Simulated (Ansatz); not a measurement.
SiH4 (SMILES [SiH4]) moved off its minimum; all values from Ansatz (a quantum-chemistry and plane-wave program), cores frozen in correlated methods.
(charge 0, multiplicity 1)
```xyz
5

Si    -0.04412    -0.04856    -0.03813
H     -0.12439     1.11312    -0.82153
H     -0.73129     0.17000     1.18108
H      1.40777    -0.24353     0.40726
H     -0.47635    -1.22504    -0.69330
```

### Question
Give the forces (eV/Å), the total energy and the dipole at CCSD(T)/aug-cc-pV(T+d)Z.

### Answer

| atom | Fx | Fy | Fz |
|---|---|---|---|
| Si1 | 2.229 | -0.406 | 1.128 |
| H2 | -0.162 | 1.249 | -1.078 |
| H3 | -0.912 | 0.133 | 1.064 |
| H4 | -0.631 | 0.065 | -0.403 |
| H5 | -0.525 | -1.042 | -0.711 |
Energy -291.4356 hartree, dipole 0.39 D.
